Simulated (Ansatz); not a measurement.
**BH2, doublet in aug-cc-pVDZ: errors against full CI**

Geometry: a point of a stretch scan, not a stationary point.

```yaml
atoms:
  - { symbol: B, position_ang: [0.0000, -0.0850, 0.0106] }
  - { symbol: H, position_ang: [0.0000, 0.4876, -1.2009] }
  - { symbol: H, position_ang: [0.0000, 0.4241, 1.0876] }
```

Basis aug-cc-pVDZ; Ansatz 0.2.0. Correlated methods freeze the noble-gas cores, which leaves 5 electrons in 40 orbitals. R marks a restricted (for open shells ROHF) determinant, U an unrestricted one. Active spaces: pair = (3e, 3o) about the gap; valence = (5e, 6o) chosen from the atoms' valence shells.

Full CI is exact within this basis and frozen core; it isn't the basis-set limit. The frozen core follows each run's orbitals, which can shift R against U totals by a few meV.

For open shells CISD is restricted-active-space CI with the open shells as a complete middle space.

- UHF ⟨S²⟩: 0.754
- T1 diagnostic (RCCSD): 0.0158
- largest doubles amplitude (RCCSD): 0.033
- T1 diagnostic (UCCSD): 0.0104

| level | E − E(RHF) (eV) |
| --- | --- |
| UHF | -0.0363 |
| RMP2 | -1.9253 |
| UMP2 | -1.9295 |
| RCCSD | -2.4978 |
| UCCSD | -2.4984 |
| RCCSD(T) | -2.5393 |
| UCCSD(T) | -2.5395 |

**Question.** Estimate how far full CI in aug-cc-pVDZ lies from RCCSD(T). The table doesn't fix it; the size of (T) and the diagnostics are the guide.

**Answer.** Full CI in aug-cc-pVDZ lies 0.51 mEh below RCCSD(T), which is 34 % of the (T) step (-1.53 mEh). The diagnostics give no warning, yet the rest is a sizeable part of (T).

The other levels:

| level | E − E(full CI) (mEh) | share of correlation (%) | wall time |
| --- | --- | --- | --- |
| CISD | 3.95 | 95.79 | 0.48 s |
| BCCD(T) | 0.51 | 99.45 | 0.75 s |
| RCCSDT | 0.03 | 99.97 | – |
| UCCSDT | 0.02 | 99.98 | – |
| RCCSDT(Q) | 0.01 | 99.99 | 5.5 s |
| UCCSDT(Q) | 0.00 | 100.00 | 4.8 s |
| CASSCF (pair space) | 77.21 | 17.72 | – |
| NEVPT2 (pair space) | 22.37 | 76.16 | 0.45 s |
| MRCISD (pair space) | 3.00 | 96.80 | – |
| MRCISD+Q (pair space) | -0.32 | 100.34 | 0.57 s |
| CASSCF (valence space) | 54.73 | 41.67 | – |
| NEVPT2 (valence space) | 18.64 | 80.13 | 0.48 s |
| NEVPT4(SD) (valence space) | 3.93 | 95.81 | 0.72 s |
| MRCISD (valence space) | 2.27 | 97.58 | – |
| MRCISD+Q (valence space) | 0.61 | 99.35 | 0.81 s |

The correlation energy at full CI, counted from RHF, is -2.553 eV. That run took 30 s on 1 thread of Arm Neoverse V2, shared host over 3,897,078 determinants.

Times hold each run's SCF and search for its determinant on a shared host, so for small cases they say little of a method's own cost; they ran on 1 thread of Arm Neoverse V2.

More than 5 meV below full CI, which no variational method can be: MRCISD+Q (pair space).

The full-CI state has the irrep A' of Cs, in the program's axes.

Natural occupations of full CI about the gap: 1.955 1.947 0.987 0.027 0.020 0.018 0.008 0.008 0.007 0.006; effectively unpaired electrons, Σ n²(2−n)², 1.02.
